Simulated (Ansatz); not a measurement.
[Cl···H···Cl], doublet: transfer scan

Starting geometry:

```xyz
3

Cl    0.0000    0.0000   -1.5376
H     0.0000    0.0000   -0.2588
Cl    0.0000    0.0000    1.7964
```

From there H2 is moved from one fragment to the other while all else, the fragments' distance too, stays fixed, so the hump isn't the reaction's barrier; atoms are numbered as listed. Energies are in kJ/mol, counted from the starting geometry at the same level.

Basis cc-pVDZ; Ansatz 0.2.0. Only valence electrons are correlated (noble-gas cores frozen). Prefix R: restricted or restricted open-shell reference; prefix U: unrestricted. Active spaces: valence = (15e, 9o) chosen from the atoms' valence shells.

Unrestricted rows (U) aren't spin-pure: their determinants' ⟨S²⟩ exceeds S(S+1) by up to 0.12, so they mix in states of higher spin. HF rows are the lowest solutions found. Coupled cluster chose its determinant by trial CCSD, here up to 0.20 eV above the lowest Hartree–Fock solution of its kind, and MP2 stands on that determinant too. Runs in a small pair space aren't shown, since their orbitals change along the scan. A value is left out where its run failed or describes another state than the reference as far as symmetry and spin tell, or, spin-broken singlets apart, can't be checked. The reference follows the lowest state, whose symmetry changes from Π to Σ⁺ or Δ between 1.480 and 1.581, from Σ⁺ or Δ to Π between 1.783 and 1.883.

Full CI isn't at hand for all of this; UCCSDT(Q) serves as the reference, and is uncertain by about the last step of the cluster series. The frozen core follows each run's orbitals, which can shift R against U totals by a few meV.

| distance Cl1-H2 (Å) | UCCSDT(Q) | error UHF | error RMP2 | error UMP2 | error UCCSD | error RCCSDT(Q) | error MRCISD+Q (valence space) |
| --- | --- | --- | --- | --- | --- | --- | --- |
| 1.189 | 17.0 | -4.8 | -0.7 | -0.7 | -0.6 | 0.0 | -0.3 |
| 1.279 | 0.0 | 0.0 | 0.0 | 0.0 | 0.0 | 0.0 | 0.0 |
| 1.380 | 13.0 | 5.9 | 0.8 | 0.8 | 0.9 | 0.0 | 0.4 |
| 1.480 | 44.2 | 12.0 | 1.6 | 1.6 | 2.2 | 0.0 | 0.9 |
| 1.581 | 70.4 | 30.6 | 14.2 | 17.7 | 5.6 | 0.0 | 1.8 |
| 1.682 | 78.3 | 33.0 | 11.4 | 21.9 | 6.5 | 0.0 | 1.9 |
| 1.783 | 64.3 | – | 12.4 | 15.0 | 4.9 | 0.0 | – |
| 1.883 | 33.9 | 10.2 | 1.3 | 1.3 | 1.8 | 0.0 | 0.7 |
| 1.984 | 6.6 | 4.1 | 0.5 | 0.5 | 0.6 | 0.0 | 0.3 |

Errors are those of relative energies. In total energy the starting point itself misses UCCSDT(Q) by: UHF 780.3, RMP2 95.3, UMP2 96.9, UCCSD 12.6, RCCSDT(Q) 0.0, MRCISD+Q (valence space) 2.7 kJ/mol.

Spread of the error over the points with a reference, to 1.984 Å (largest less smallest): RCCSDT(Q) 0.1, MRCISD+Q (valence space) 2.2 (8 of 9 points), UCCSD 7.2, RMP2 14.8, UMP2 22.6, UHF 37.8 (8 of 9 points) kJ/mol.
